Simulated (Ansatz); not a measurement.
Species: C₂H₅ (charge 0, doublet). It need not be the lowest isomer of its formula. 
Structure (B3LYP-D3(BJ)/def2-TZVP (Ansatz, an electronic-structure program) minimum search):
```xyz
7

C     -0.0207    -0.6912     0.0019
C      0.0032     0.7917    -0.0023
H      0.9947    -1.1171     0.0074
H     -0.5251    -1.0873     0.8864
H     -0.5178    -1.0924    -0.8844
H      0.0727     1.3495     0.9213
H      0.0803     1.3441    -0.9285
```
Charge 0, spin multiplicity 2.

Basis-set convergence of Hartree-Fock and MP2 correlation energies (hartree) with Ansatz. Valence correlation only, unless marked. Open shells are spin-unrestricted. No spin-orbit coupling. Non-relativistic.

```tsv
basis	functions	E(HF)	E(corr, MP2)
def2-SVP	53	-78.54313	-0.26722
def2-TZVPP	132	[?]	[?]
```

Question: What belongs in the gaps?

Answer: 
- def2-TZVPP, E(HF): -78.63006
- def2-TZVPP, E(corr, MP2): -0.32964
